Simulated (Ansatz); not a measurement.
Consider PtS2 in the CdI2 type structure (space group P-3m1, No. 164; a = 3.584 Å, c = 4.656 Å; layered, stacked along the Cartesian z axis).

Levels (all Ansatz, an electronic-structure program, PAW): PBE-D3(BJ) (420 eV, no spin-orbit coupling); r2SCAN+rVV10 (500 eV, spin-orbit coupling left out).

Levels that relaxed their own cell: PBE-D3(BJ) and r2SCAN+rVV10.

```json
[
 {"level": "PBE-D3(BJ)", "lattice parameter a": "3.584 Å", "lattice parameter c": "4.656 Å"},
 {"level": "r2SCAN+rVV10", "lattice parameter a": "3.552 Å", "lattice parameter c": "5.128 Å"}
]
```

Measured: lattice parameter a 3.542 Å (temperature not stated; as listed in Torbjörn Björkman, The Journal of Chemical Physics (2014)); lattice parameter c 5.036 Å (temperature not stated; corrected from measurement; as listed in Torbjörn Björkman, The Journal of Chemical Physics (2014)).

Computed minus measured — lattice parameter a: PBE-D3(BJ) +1.2 %, r2SCAN+rVV10 +0.3 % (closest: r2SCAN+rVV10); lattice parameter c: PBE-D3(BJ) -7.5 %, r2SCAN+rVV10 +1.8 % (closest: r2SCAN+rVV10). Measured values not marked as corrected hold thermal and zero-point effects that the static-lattice runs lack. A miss this large can also come from another phase or magnetic state, or from a fault of the measured value.

Stability against distortions was not tested. All final runs are without spin polarisation.
